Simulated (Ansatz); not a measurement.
**Worked example: GeH4⁺, quartet against GeH₄⁺, doublet**

Geometry (PBE0/def2-TZVP stationary point of a doublet), kept for both states:

```yaml
atoms:
  - { symbol: Ge, position_ang: [0.0000, 0.0000, 0.0000] }
  - { symbol: H, position_ang: [0.5613, 1.0339, 1.0326] }
  - { symbol: H, position_ang: [-0.5699, -1.0297, 1.0321] }
  - { symbol: H, position_ang: [-0.5592, 1.0308, -1.0368] }
  - { symbol: H, position_ang: [0.5678, -1.0351, -1.0279] }
```

Basis cc-pVDZ; Ansatz 0.2.0. Only valence electrons are correlated (noble-gas cores and the filled d shells of p-block atoms frozen). Prefix R: restricted or restricted open-shell reference. No spin–orbit coupling is included, and no scalar relativity.

Full CI is exact within this basis and frozen core; it isn't the basis-set limit.

```tsv
level	E(GeH4⁺, doublet) (hartree)	E(GeH4⁺, quartet) (hartree)
RCCSD(T)	-2077.363184	-2077.119617
PBE	-2078.612168	-2078.368514
B3LYP	-2078.984428	-2078.735423
full CI	-2077.364173	-2077.120571
```

Q: Give the vertical gap, GeH4⁺ quartet less GeH4⁺ doublet, at each level in eV (1 hartree = 27.2114 eV), and each error against full CI.

A: full CI: (-2077.120571 − (-2077.364173)) × 27.2114 = 6.629 eV (the reference)
B3LYP: (-2078.735423 − (-2078.984428)) × 27.2114 = 6.776 eV, error 0.147 eV
PBE: (-2078.368514 − (-2078.612168)) × 27.2114 = 6.630 eV, error 0.001 eV
RCCSD(T): (-2077.119617 − (-2077.363184)) × 27.2114 = 6.628 eV, error -0.001 eV

Total energies of functionals can't be set beside those of wave-function methods, since they hold the core's correlation and their own absolute errors; only the differences compare.

In so small a basis the reference is far from its limit while semilocal and hybrid functionals are nearer theirs, so the functionals' errors here hold much of the reference's basis and frozen-core error, which can add to them or hide them.

Each level lands on the state that its own search finds. T1 diagnostics of restricted CCSD: 0.024 and 0.036.
